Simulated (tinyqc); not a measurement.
Inside a calculation (part 3 of 3). Method: UHF in the sto-3g basis, for NH3+, spin multiplicity 2. Computed by tinyqc, a small Python program that keeps every step (integrals from PySCF). Command: `OMP_NUM_THREADS=1 python tinyqc.py 31997 31998 out.jsonl` (the two numbers bound the seeds that draw the settings). One thread of a shared host (Intel(R) Xeon(R) Processor @ 2.60GHz), about 0.1 s of CPU time with the checks.

Geometry (angstrom):
```
atom,x,y,z
N,0.000000,0.000000,0.121000
H,0.966000,0.000000,0.000000
H,-0.483000,0.836000,0.000000
H,-0.483000,-0.836000,0.000000
```

## Iteration 25 (converged): orbitals

converged F(alpha) (hartree):
```
,1N 1s,1N 2s,1N 2px,1N 2py,1N 2pz,2H 1s,3H 1s,4H 1s
1N 1s,-15.939869,-4.053714,0.000018,0.000000,0.002404,-1.117431,-1.118732,-1.118732
1N 2s,-4.053714,-2.547377,0.000206,0.000000,0.020229,-1.191719,-1.192610,-1.192610
1N 2px,0.000018,0.000206,-0.975253,0.000000,-0.000031,-0.675832,0.338251,0.338251
1N 2py,0.000000,0.000000,0.000000,-0.975281,0.000000,0.000000,-0.585407,0.585407
1N 2pz,0.002404,0.020229,-0.000031,0.000000,-0.962281,0.094736,0.094811,0.094811
2H 1s,-1.117431,-1.191719,-0.675832,0.000000,0.094736,-0.934612,-0.419720,-0.419720
3H 1s,-1.118732,-1.192610,0.338251,-0.585407,0.094811,-0.419720,-0.935394,-0.420265
4H 1s,-1.118732,-1.192610,0.338251,0.585407,0.094811,-0.419720,-0.420265,-0.935394
```

converged F(beta) (hartree):
```
,1N 1s,1N 2s,1N 2px,1N 2py,1N 2pz,2H 1s,3H 1s,4H 1s
1N 1s,-15.910635,-4.018768,0.000017,0.000000,0.002866,-1.106861,-1.108152,-1.108152
1N 2s,-4.018768,-2.349843,0.000224,0.000000,0.103968,-1.138606,-1.139434,-1.139434
1N 2px,0.000017,0.000224,-0.900090,0.000000,-0.000067,-0.670262,0.335458,0.335458
1N 2py,0.000000,0.000000,0.000000,-0.900128,0.000000,0.000000,-0.580572,0.580572
1N 2pz,0.002866,0.103968,-0.000067,0.000000,-0.193805,0.091127,0.091221,0.091221
2H 1s,-1.106861,-1.138606,-0.670262,0.000000,0.091127,-0.944268,-0.405983,-0.405983
3H 1s,-1.108152,-1.139434,0.335458,-0.580572,0.091221,-0.405983,-0.944961,-0.406508
4H 1s,-1.108152,-1.139434,0.335458,0.580572,0.091221,-0.405983,-0.406508,-0.944961
```

X:
```
,1N 1s,1N 2s,1N 2px,1N 2py,1N 2pz,2H 1s,3H 1s,4H 1s
1N 1s,1.025391,-0.158927,0.000015,0.000000,0.003936,0.023511,0.023518,0.023518
1N 2s,-0.158927,1.469297,-0.000285,0.000000,-0.047619,-0.352238,-0.352692,-0.352692
1N 2px,0.000015,-0.000285,1.190921,0.000000,0.000035,-0.354875,0.177655,0.177655
1N 2py,0.000000,0.000000,0.000000,1.190960,0.000000,0.000000,-0.307542,0.307542
1N 2pz,0.003936,-0.047619,0.000035,0.000000,1.005065,0.037569,0.037630,0.037630
2H 1s,0.023511,-0.352238,-0.354875,0.000000,0.037569,1.289906,-0.058321,-0.058321
3H 1s,0.023518,-0.352692,0.177655,-0.307542,0.037630,-0.058321,1.290373,-0.058370
4H 1s,0.023518,-0.352692,0.177655,0.307542,0.037630,-0.058321,-0.058370,1.290373
```

Diagonalise F' = X^T F X, C = X C', fill 5 alpha and 4 beta electrons from the bottom; D(s) = C_occ C_occ^T. Each column has its largest component positive (the first on a tie).

F' = X^T F X (alpha) (hartree):
```
,1,2,3,4,5,6,7,8
1,-15.640697,-2.072212,-0.000009,0.000000,0.010038,-0.190266,-0.190699,-0.190699
2,-2.072212,-1.336336,-0.000126,0.000000,-0.053995,-0.523407,-0.523903,-0.523903
3,-0.000009,-0.000126,-0.623113,0.000000,0.000018,-0.554244,0.277351,0.277351
4,0.000000,0.000000,0.000000,-0.623100,0.000000,0.000000,-0.480188,0.480188
5,0.010038,-0.053995,0.000018,0.000000,-0.952691,0.062145,0.062210,0.062210
6,-0.190266,-0.523407,-0.554244,0.000000,0.062145,-0.241997,-0.091556,-0.091556
7,-0.190699,-0.523903,0.277351,-0.480188,0.062210,-0.091556,-0.241894,-0.091626
8,-0.190699,-0.523903,0.277351,0.480188,0.062210,-0.091556,-0.091626,-0.241894
```

orbital energies (alpha) (hartree): MO1 -15.948178, MO2 -1.635226, MO3 -1.105748, MO4 -1.105722, MO5 -0.964784, MO6 0.193376, MO7 0.332181, MO8 0.332380

coefficients C (alpha):
```
,MO1,MO2,MO3,MO4,MO5,MO6,MO7,MO8
1N 1s,0.993138,-0.241903,0.000000,-0.000086,-0.020607,-0.181914,-0.000477,0.000000
1N 2s,0.033694,0.861408,0.000000,0.000432,0.113482,1.342818,0.003955,0.000000
1N 2px,-0.000007,-0.000257,0.000000,0.718801,-0.000129,0.002220,-1.044352,0.000000
1N 2py,0.000000,0.000000,0.718791,0.000000,0.000000,0.000000,0.000000,1.044456
1N 2pz,-0.001325,-0.026243,0.000000,0.000130,0.990897,-0.184706,-0.000541,0.000000
2H 1s,-0.006968,0.098390,0.000000,0.348467,-0.038957,-0.760181,1.100946,0.000000
3H 1s,-0.006975,0.098518,0.301820,-0.174200,-0.038884,-0.756406,-0.553604,-0.955531
4H 1s,-0.006975,0.098518,-0.301820,-0.174200,-0.038884,-0.756406,-0.553604,0.955531
```

F' = X^T F X (beta) (hartree):
```
,1,2,3,4,5,6,7,8
1,-15.616083,-2.066182,-0.000012,0.000000,-0.000066,-0.189765,-0.190198,-0.190198
2,-2.066182,-1.090780,-0.000116,0.000000,0.034014,-0.515857,-0.516326,-0.516326
3,-0.000012,-0.000116,-0.527997,0.000000,-0.000016,-0.564838,0.282643,0.282643
4,0.000000,0.000000,0.000000,-0.528001,0.000000,0.000000,-0.489357,0.489357
5,-0.000066,0.034014,-0.000016,0.000000,-0.185288,0.056130,0.056210,0.056210
6,-0.189765,-0.515857,-0.564838,0.000000,0.056130,-0.278842,-0.092123,-0.092123
7,-0.190198,-0.516326,0.282643,-0.489357,0.056210,-0.092123,-0.278692,-0.092189
8,-0.190198,-0.516326,0.282643,0.489357,0.056210,-0.092123,-0.092189,-0.278692
```

orbital energies (beta) (hartree): MO1 -15.917392, MO2 -1.490051, MO3 -1.070061, MO4 -1.070042, MO5 -0.186423, MO6 0.238682, MO7 0.355355, MO8 0.355557

coefficients C (beta):
```
,MO1,MO2,MO3,MO4,MO5,MO6,MO7,MO8
1N 1s,0.993882,-0.225402,0.000000,-0.000095,-0.036161,-0.196070,-0.000624,0.000000
1N 2s,0.030158,0.759765,0.000000,0.000439,0.183886,1.395429,0.004891,0.000000
1N 2px,-0.000007,-0.000308,0.000000,0.669391,-0.000025,0.002963,-1.076688,0.000000
1N 2py,0.000000,0.000000,0.669401,0.000000,0.000000,0.000000,0.000000,1.076778
1N 2pz,-0.001337,-0.063029,0.000000,0.000010,0.984441,-0.208770,-0.000692,0.000000
2H 1s,-0.006223,0.152319,0.000000,0.399512,-0.048563,-0.751211,1.083100,0.000000
3H 1s,-0.006230,0.152522,0.345966,-0.199633,-0.048503,-0.746569,-0.545314,-0.940448
4H 1s,-0.006230,0.152522,-0.345966,-0.199633,-0.048503,-0.746569,-0.545314,0.940448
```

D(alpha) after iteration 25:
```
,1N 1s,1N 2s,1N 2px,1N 2py,1N 2pz,2H 1s,3H 1s,4H 1s
1N 1s,1.045266,-0.177253,-0.000004,0.000000,-0.015387,-0.029948,-0.029943,-0.029943
1N 2s,-0.177253,0.756037,0.000074,0.000000,0.089798,0.080249,0.080141,0.080141
1N 2px,-0.000004,0.000074,0.516676,0.000000,-0.000027,0.250458,-0.125235,-0.125235
1N 2py,0.000000,0.000000,0.000000,0.516661,0.000000,0.000000,0.216946,-0.216946
1N 2pz,-0.015387,0.089798,-0.000027,0.000000,0.982566,-0.041129,-0.041129,-0.041129
2H 1s,-0.029948,0.080249,0.250458,0.000000,-0.041129,0.132676,-0.049446,-0.049446
3H 1s,-0.029943,0.080141,-0.125235,0.216946,-0.041129,-0.049446,0.132708,-0.049484
4H 1s,-0.029943,0.080141,-0.125235,-0.216946,-0.041129,-0.049446,-0.049484,0.132708
```

D(beta) after iteration 25:
```
,1N 1s,1N 2s,1N 2px,1N 2py,1N 2pz,2H 1s,3H 1s,4H 1s
1N 1s,1.038607,-0.141279,-0.000001,0.000000,0.012878,-0.040556,-0.040552,-0.040552
1N 2s,-0.141279,0.578153,0.000059,0.000000,-0.047927,0.115714,0.115605,0.115605
1N 2px,-0.000001,0.000059,0.448085,0.000000,0.000026,0.267383,-0.133679,-0.133679
1N 2py,0.000000,0.000000,0.000000,0.448098,0.000000,0.000000,0.231590,-0.231590
1N 2pz,0.012878,-0.047927,0.000026,0.000000,0.003974,-0.009588,-0.009607,-0.009607
2H 1s,-0.040556,0.115714,0.267383,0.000000,-0.009588,0.182849,-0.056485,-0.056485
3H 1s,-0.040552,0.115605,-0.133679,0.231590,-0.009607,-0.056485,0.182848,-0.056538
4H 1s,-0.040552,0.115605,-0.133679,-0.231590,-0.009607,-0.056485,-0.056538,0.182848
```

Within a degenerate level the vectors are fixed only up to a rotation; this is one choice.

## Convergence

Stop when the energy changes by less than 1e-10 hartree and every element of the error matrix X^T (F D S - S D F) X (for each spin) is below 3e-06.

Course of the cycle:
```
iteration,E (hartree),change,largest element of the error matrix
1,-53.21818762,-,4.09e-01
2,-55.00800185,-1.79e+00,1.83e-01
3,-55.17349520,-1.65e-01,4.71e-02
4,-55.18163488,-8.14e-03,1.38e-02
5,-55.18220895,-5.74e-04,5.46e-03
6,-55.18231938,-1.10e-04,2.82e-03
7,-55.18235847,-3.91e-05,1.70e-03
8,-55.18237513,-1.67e-05,1.11e-03
9,-55.18238274,-7.61e-06,7.43e-04
10,-55.18238633,-3.59e-06,5.08e-04
11,-55.18238805,-1.72e-06,3.51e-04
12,-55.18238888,-8.33e-07,2.44e-04
13,-55.18238929,-4.05e-07,1.70e-04
14,-55.18238949,-1.97e-07,1.19e-04
15,-55.18238958,-9.63e-08,8.33e-05
16,-55.18238963,-4.71e-08,5.84e-05
17,-55.18238965,-2.31e-08,4.10e-05
18,-55.18238966,-1.13e-08,2.87e-05
19,-55.18238967,-5.54e-09,2.02e-05
20,-55.18238967,-2.72e-09,1.42e-05
21,-55.18238967,-1.34e-09,9.95e-06
22,-55.18238967,-6.56e-10,7.00e-06
23,-55.18238967,-3.22e-10,4.92e-06
24,-55.18238967,-1.58e-10,3.46e-06
25,-55.18238967,-7.79e-11,2.43e-06
```

PySCF UHF in the same basis, after a stability check = -55.18238967 hartree

Converged in 25 iterations.

## Populations, bond orders and dipole

overlap S:
```
,1N 1s,1N 2s,1N 2px,1N 2py,1N 2pz,2H 1s,3H 1s,4H 1s
1N 1s,1.000000,0.235038,0.000000,0.000000,0.000000,0.063961,0.064036,0.064036
1N 2s,0.235038,1.000000,0.000000,0.000000,0.000000,0.519094,0.519411,0.519411
1N 2px,0.000000,0.000000,1.000000,0.000000,0.000000,0.449013,-0.224701,-0.224701
1N 2py,0.000000,0.000000,0.000000,1.000000,0.000000,0.000000,0.388924,-0.388924
1N 2pz,0.000000,0.000000,0.000000,0.000000,1.000000,-0.056243,-0.056292,-0.056292
2H 1s,0.063961,0.519094,0.449013,0.000000,-0.056243,1.000000,0.199275,0.199275
3H 1s,0.064036,0.519411,-0.224701,0.388924,-0.056292,0.199275,1.000000,0.199536
4H 1s,0.064036,0.519411,-0.224701,-0.388924,-0.056292,0.199275,0.199536,1.000000
```

Mulliken: Z minus the diagonal of D S on the atom; Loewdin: the same with S^(1/2) D S^(1/2); Mayer order: 2 sum_s sum (D(s) S)_ij (D(s) S)_ji over the two atoms.

Charges (e):
```
atom,Mulliken,Loewdin,Mulliken spin
1N,-0.182250,0.163086,1.212703
2H,0.394110,0.279081,-0.070924
3H,0.394070,0.278916,-0.070889
4H,0.394070,0.278916,-0.070889
```

Mayer bond orders:
```
pair,order
2-1,0.826326
3-1,0.826368
3-2,0.006661
4-1,0.826368
4-2,0.006661
4-3,0.006655
```

dipole moment about the origin, x y z (debye): 0.000333  0.000000  -0.003634

<S^2> of the determinant (pure state: 0.75) = 0.759120
